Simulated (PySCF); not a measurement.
PySCF job for CH₃NO, SMILES NC=O (connectivity only; charge and spin as stated), charge +1, multiplicity 2, C-PCM-M06-2X/def2-SVP. Geometry: TPSSh-D3(BJ)/def2-TZVP. The spin state was assumed, not searched. The values are those of a single conformer.

```python
import numpy as np
from pyscf import gto, scf, dft
from pyscf.solvent import pcm

mol = gto.M(
    atom='''
    N     0.15663773   -1.07001697    0.00000000
    C    -0.38092622    0.10905660    0.00000000
    O     0.24195179    1.21210552    0.00000000
    H     1.16495577   -1.20201622    0.00000000
    H    -0.43505667   -1.89447375    0.00000000
    H    -1.47642018    0.23542500    0.00000000
    ''',
    basis='def2-SVP',
    charge=1,
    spin=1,
    max_memory=1600,
    verbose=3,
)
mf = dft.UKS(mol, xc='m06-2x').density_fit(auxbasis='def2-universal-jkfit')
mf.grids.level = 4
mf.conv_tol = 1e-9
mf.max_cycle = 100
mf.kernel()
fine, coarse = mf.grids, dft.Grids(mol).set(level=1).build(with_non0tab=True)
for _ in range(3):  # follow internal instabilities
    mf.grids = coarse
    mo, _, stable, _ = mf.stability(return_status=True, nroots=4)
    mf.grids = fine
    if stable:
        break
    mf.kernel(mf.make_rdm1(mo, mf.mo_occ))
res = {}
for name, eps in {'water': 78.355, 'ethanol': 24.852, 'acetone': 20.493}.items():
    s = mf.PCM()
    s.with_solvent.method, s.with_solvent.eps, s.with_solvent.lebedev_order = 'C-PCM', eps, 29
    s.kernel(mf.make_rdm1())
    res[name] = (s.e_tot, eps, s.dip_moment(), s.mo_energy, s.converged)
    print(f'{name}: electrostatic solvation free energy {(s.e_tot - mf.e_tot) * 627.509474:.3f} kcal/mol')
```

Output:

```

WARN: HOMO -0.344976488206012 >= LUMO -0.344976488206013

converged SCF energy = -169.293076664839  <S^2> = 0.78863947  2S+1 = 2.0382733
<class 'pyscf.df.df_jk.DFUKS'> wavefunction has an internal instability
converged SCF energy = -169.321472299493  <S^2> = 0.75535983  2S+1 = 2.0053527
<class 'pyscf.df.df_jk.DFUKS'> wavefunction is stable in the internal stability analysis

WARN: PCM is an experimental feature. It is still in testing.
Features and APIs may be changed in the future.

converged SCF energy = -169.437725771419  <S^2> = 0.7549009  2S+1 = 2.0048949

WARN: System has nonzero charge 1; the dipole moment is origin-dependent.
Location of origin: [0. 0. 0.]

Dipole moment(X, Y, Z, Debye): -1.25937, -3.49286, -0.00000
water: electrostatic solvation free energy -72.950 kcal/mol

WARN: PCM is an experimental feature. It is still in testing.
Features and APIs may be changed in the future.

converged SCF energy = -169.434456851742  <S^2> = 0.75491405  2S+1 = 2.004908

WARN: System has nonzero charge 1; the dipole moment is origin-dependent.
Location of origin: [0. 0. 0.]

Dipole moment(X, Y, Z, Debye): -1.25450, -3.47487, -0.00000
ethanol: electrostatic solvation free energy -70.899 kcal/mol

WARN: PCM is an experimental feature. It is still in testing.
Features and APIs may be changed in the future.

converged SCF energy = -169.433439017423  <S^2> = 0.75491814  2S+1 = 2.0049121

WARN: System has nonzero charge 1; the dipole moment is origin-dependent.
Location of origin: [0. 0. 0.]

Dipole moment(X, Y, Z, Debye): -1.25299, -3.46931, -0.00000
acetone: electrostatic solvation free energy -70.260 kcal/mol
```

The run converged.

Cost: very roughly 90 core-seconds.
